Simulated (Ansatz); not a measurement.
Mg₂H⁻. Charge -1, multiplicity 3. Geometry PBE0-D4/def2-TZVP, that of the neutral doublet; atoms count from 1.

```xyz
3

Mg   -1.448    2.134    0.415
Mg    0.242   -0.360   -0.064
H     1.206   -1.774   -0.351
```

The highest occupied level of the charge -1 triplet lies above zero (up to 0.75 eV). By energy differences its removal costs 0.51 eV (vertical, to the charge 0 doublet, at PBE0-D4/def2-TZVPD); a positive level beside a positive removal energy at the same level points to self-interaction error. At PBE0-D4/def2-TZVPD a singlet of charge -1 lies 0.17 eV below the triplet at the same geometry. The structure comes from a short search, and lower isomers may exist.

(1) Estimate the Mulliken populations from the PBE0/def2-TZVPD orbitals of Ansatz.

(2) Where does the spin sit?

(3) And the Mayer bond orders between bonded heavy atoms (over 0.3)?

Results:

(1) 
```tsv
atom	charge (e)	spin (α − β)
Mg1	-0.29	1.01
Mg2	-0.48	0.89
H3	-0.23	0.10
```
Mulliken values and Mayer orders depend strongly on the basis. With diffuse functions, as here, like atoms can get unlike values, and bond orders can come out too low or too high.

(2) Summed by element: Mg 1.90, H 0.10, of 2 unpaired in all. Largest on single atoms: Mg1 1.01, Mg2 0.89, H3 0.10.

(3) Mg1–Mg2 1.14 (3.05 Å).
